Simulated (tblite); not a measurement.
Compound: C4H5NS.
SMILES with atom numbers: `[CH:1]#[C:2][CH2:3][C:4]([NH2:5])=[S:6]` (hydrogens: H7 on C1; H8, H9 on C3; H10, H11 on N5)

Computed with GFN2-xTB (tblite), gas phase: Langevin dynamics at 200 K from the optimised GFN2-xTB geometry, time step 0.5 fs, friction 0.01 fs⁻¹, 2000 steps. The instantaneous temperature is 2·E(kin)/(3Nk) with all 3N coordinates.

| t (fs) | T (K) | E(pot) above start (eV) | C1≡C2 (Å) | C2–C3 (Å) | C3–C4 (Å) | C4–N5 (Å) | C4=S6 (Å) | C1–H7 (Å) | C2–C3–C4–N5 (°) |
| --- | --- | --- | --- | --- | --- | --- | --- | --- | --- |
| 0 | 176 | 0.000 | 1.198 | 1.446 | 1.510 | 1.337 | 1.638 | 1.049 | 2 |
| 25 | 122 | 0.117 | 1.196 | 1.467 | 1.498 | 1.338 | 1.654 | 1.063 | 7 |
| 50 | 128 | 0.137 | 1.194 | 1.464 | 1.501 | 1.344 | 1.628 | 1.036 | 7 |
| 75 | 98 | 0.142 | 1.195 | 1.429 | 1.513 | 1.343 | 1.601 | 1.067 | 7 |
| 100 | 152 | 0.096 | 1.202 | 1.445 | 1.517 | 1.357 | 1.632 | 1.036 | 12 |
| 125 | 117 | 0.111 | 1.198 | 1.449 | 1.513 | 1.343 | 1.633 | 1.065 | 21 |
| 150 | 166 | 0.143 | 1.207 | 1.471 | 1.501 | 1.351 | 1.615 | 1.045 | 13 |
| 175 | 124 | 0.107 | 1.195 | 1.434 | 1.514 | 1.344 | 1.642 | 1.057 | 7 |
| 200 | 214 | 0.131 | 1.183 | 1.445 | 1.473 | 1.352 | 1.658 | 1.046 | 20 |
| 225 | 196 | 0.123 | 1.203 | 1.466 | 1.526 | 1.360 | 1.657 | 1.075 | 16 |
| 250 | 131 | 0.226 | 1.204 | 1.434 | 1.495 | 1.353 | 1.594 | 1.017 | 15 |
| 275 | 172 | 0.203 | 1.192 | 1.451 | 1.500 | 1.367 | 1.626 | 1.095 | 12 |
| 300 | 152 | 0.222 | 1.200 | 1.453 | 1.502 | 1.366 | 1.648 | 1.022 | 8 |
| 325 | 155 | 0.255 | 1.218 | 1.450 | 1.510 | 1.334 | 1.614 | 1.088 | 18 |
| 350 | 243 | 0.258 | 1.199 | 1.440 | 1.498 | 1.321 | 1.662 | 1.011 | 13 |
| 375 | 319 | 0.222 | 1.181 | 1.485 | 1.519 | 1.329 | 1.666 | 1.105 | 13 |
| 400 | 272 | 0.223 | 1.221 | 1.451 | 1.493 | 1.337 | 1.612 | 1.011 | 19 |
| 425 | 219 | 0.225 | 1.201 | 1.423 | 1.541 | 1.366 | 1.660 | 1.073 | 11 |
| 450 | 195 | 0.202 | 1.185 | 1.452 | 1.477 | 1.360 | 1.608 | 1.051 | 10 |
| 475 | 283 | 0.222 | 1.211 | 1.461 | 1.516 | 1.381 | 1.649 | 1.054 | 21 |
| 500 | 191 | 0.266 | 1.227 | 1.457 | 1.484 | 1.361 | 1.637 | 1.066 | 25 |
| 525 | 241 | 0.241 | 1.190 | 1.442 | 1.543 | 1.362 | 1.628 | 1.039 | 19 |
| 550 | 161 | 0.413 | 1.183 | 1.410 | 1.526 | 1.351 | 1.589 | 1.054 | 17 |
| 575 | 195 | 0.314 | 1.211 | 1.445 | 1.490 | 1.359 | 1.639 | 1.041 | 17 |
| 600 | 262 | 0.213 | 1.218 | 1.461 | 1.512 | 1.350 | 1.613 | 1.078 | 33 |
| 625 | 216 | 0.237 | 1.200 | 1.468 | 1.556 | 1.367 | 1.604 | 1.033 | 25 |
| 650 | 240 | 0.420 | 1.181 | 1.413 | 1.493 | 1.363 | 1.617 | 1.069 | 9 |
| 675 | 268 | 0.361 | 1.218 | 1.429 | 1.529 | 1.389 | 1.618 | 1.025 | 7 |
| 700 | 194 | 0.376 | 1.206 | 1.479 | 1.510 | 1.388 | 1.592 | 1.076 | 14 |
| 725 | 203 | 0.222 | 1.189 | 1.476 | 1.510 | 1.363 | 1.619 | 1.028 | 10 |
| 750 | 207 | 0.263 | 1.204 | 1.420 | 1.479 | 1.344 | 1.634 | 1.073 | 3 |
| 775 | 210 | 0.292 | 1.196 | 1.432 | 1.540 | 1.322 | 1.631 | 1.057 | -2 |
| 800 | 292 | 0.261 | 1.200 | 1.441 | 1.535 | 1.348 | 1.631 | 1.061 | -11 |
| 825 | 298 | 0.265 | 1.204 | 1.450 | 1.477 | 1.346 | 1.641 | 1.061 | 12 |
| 850 | 293 | 0.233 | 1.195 | 1.448 | 1.483 | 1.349 | 1.675 | 1.053 | 3 |
| 875 | 312 | 0.240 | 1.198 | 1.420 | 1.525 | 1.351 | 1.602 | 1.084 | -24 |
| 900 | 272 | 0.263 | 1.211 | 1.416 | 1.550 | 1.363 | 1.598 | 1.034 | -13 |
| 925 | 239 | 0.426 | 1.190 | 1.493 | 1.511 | 1.373 | 1.642 | 1.114 | -11 |
| 950 | 373 | 0.334 | 1.216 | 1.479 | 1.475 | 1.384 | 1.602 | 1.035 | -17 |
| 975 | 238 | 0.512 | 1.181 | 1.421 | 1.551 | 1.403 | 1.593 | 1.114 | -17 |
| 1000 | 335 | 0.325 | 1.194 | 1.392 | 1.516 | 1.369 | 1.606 | 1.001 | -28 |

**Question.** From 500 fs on, how do temperature and potential energy compare with equipartition?

**Answer.** The mean temperature of these 21 frames is 250 K against the target 200 K, and the mean potential energy 0.31 eV against 27 × kT/2 = 0.23 eV for 27 classical harmonic modes. For 11 atoms in a canonical ensemble the temperature itself scatters by T·√(2/(3N)) = 49 K; here its standard deviation is 53 K. These frames run hotter than the target by 25 %; at their own mean temperature equipartition would give 0.29 eV. The whole run lasts only 10 friction times of 100 fs, so these averages carry a wide statistical error.

**Question.** What are the kinetic and total energies of the listed frame with the highest potential energy?

**Answer.** The one at 975 fs, 0.512 eV above the start. Its kinetic energy is 3NkT/2 = 0.339 eV at 238 K, so the sum is 0.85 eV; over the listed frames the sum runs from 0.25 to 0.87 eV, since the thermostat adds and removes energy.

**Question.** How much do the listed bonds fluctuate from 500 fs on?

**Answer.** 
```
 bond  at the start (Å)  mean (Å)  standard deviation (Å)
C1≡C2             1.198     1.201                   0.013
C2–C3             1.446     1.442                   0.026
C3–C4             1.510     1.514                   0.026
C4–N5             1.337     1.362                   0.018
C4=S6             1.638     1.620                   0.021
C1–H7             1.049     1.057                   0.027
```

The motion is classical and holds no zero-point motion.

The cost below is that of the whole dynamics run. Hardware: one thread, Intel Xeon Platinum 8488C (x86_64), no GPU, shared host. Cost: 8.7 s of wall time, 0.18 GiB resident at most.
